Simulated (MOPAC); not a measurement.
MOPAC input (MNDO):

```
MNDO 1SCF CHARGE=-1 GEO-OK AUX(PRECISION=9) THREADS=1
C3H5O

O     0.67531939 1    0.08570826 1    1.21578690 1
C     0.06089834 1    0.12797473 1    0.10750752 1
C    -0.32763936 1    1.24106744 1   -0.61255944 1
C    -0.29036899 1   -1.24656785 1   -0.50134071 1
H    -0.90767409 1   -1.80678104 1    0.20937975 1
H    -0.85220183 1    1.15134108 1   -1.55652673 1
H    -0.11097141 1    2.23680331 1   -0.23962904 1
H     0.63084779 1   -1.82189023 1   -0.64414044 1
H    -0.81989546 1   -1.17998507 1   -1.45702293 1
```

Task: What heat of formation does the run end on, and which ionisation energy by Koopmans theorem?

Result: -41.76 kcal/mol; 1.79 eV.
